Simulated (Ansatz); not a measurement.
A calculation with Ansatz (development build ahead of 0.2.0).

```yaml
crystal:
  periodic: [false, false, false]
  atoms:
    - { symbol: "N", position_ang: [0.0, 0.0, -0.57096] }
    - { symbol: "N", position_ang: [0.0, 0.0, 0.57096] }
basis:
  gaussian: { orbitals: "6-31G" }
hamiltonian:
  xc: hf
correlation:
  method: ccsd_t
  frozen_orbitals: { "N": 1 }
```

The input is written out in the form of the current development build from the run's settings.

Results

```
Converged          : yes
Reference energy   : -108.85971 hartree
Correlation energy : -0.24449 hartree
Total energy       : -109.10420 hartree
```
